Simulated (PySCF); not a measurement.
**`FC[C@@H]1[C@H](C)C1`, C5H9F**

Geometry:
```csv
atom,x (Å),y (Å),z (Å)
C1,1.545,-0.748,-0.136
C2,0.796,0.560,-0.151
C3,0.097,1.040,1.086
C4,-0.707,0.610,-0.105
C5,-1.562,-0.637,-0.054
F6,-2.607,-0.518,-0.941
H7,1.121,-1.436,0.591
H8,1.520,-1.217,-1.119
H9,2.587,-0.574,0.128
H10,1.273,1.316,-0.763
H11,0.102,0.385,1.945
H12,0.130,2.088,1.340
H13,-1.188,1.392,-0.681
H14,-1.015,-1.539,-0.348
H15,-2.017,-0.783,0.933
```

The calculation used PySCF 2.14.0, GIAO B3LYP/pcSseg-1 magnetisability, rotational g tensor and spin-rotation constants, non-relativistic, gas phase. Geometry: GFN2-xTB, dihedral held. The dihedral C2–C4–C5–F6 is held at 225°.

(1) Give the nuclear spin-rotation constants along the inertial axes (H = +C I·J) beside the isotropic shieldings.

Answers

(1) Rotational constants 6.4331, 2.1944, 1.8695 GHz. A star marks the isotopologue with that one atom substituted, in its own axes.
| atom | isotope | Caa (kHz) | Cbb (kHz) | Ccc (kHz) | mean (kHz) | σ (ppm) |
| --- | --- | --- | --- | --- | --- | --- |
| F6 | 19F | 2.186 | 0.999 | 0.656 | 1.280 | 405.9 |
| H7 | 1H | -0.662 | -0.264 | -0.002 | -0.309 | 31.9 |
| H8 | 1H | -0.599 | -0.064 | -0.134 | -0.266 | 30.3 |
| H9 | 1H | 0.211 | -0.249 | -0.205 | -0.081 | 30.1 |
| H10 | 1H | -0.558 | -0.236 | -0.017 | -0.271 | 30.8 |
| H11 | 1H | -0.760 | -0.268 | 0.008 | -0.340 | 32.4 |
| H12 | 1H | -0.655 | -0.005 | -0.194 | -0.285 | 31.0 |
| H13 | 1H | -0.536 | -0.189 | -0.062 | -0.262 | 30.7 |
| H14 | 1H | -0.628 | 0.130 | -0.184 | -0.227 | 27.1 |
| H15 | 1H | -0.637 | -0.134 | 0.048 | -0.241 | 27.0 |
| C1 | 13C* | 1.068 | 0.298 | 0.263 | 0.543 | 164.0 |
| C2 | 13C* | 1.066 | 0.324 | 0.223 | 0.537 | 167.1 |
| C3 | 13C* | 1.004 | 0.332 | 0.218 | 0.518 | 168.6 |
| C4 | 13C* | 1.252 | 0.318 | 0.216 | 0.595 | 162.5 |
| C5 | 13C* | 1.357 | 0.651 | 0.464 | 0.824 | 95.3 |

For the geometry as given, no vibrational averaging.
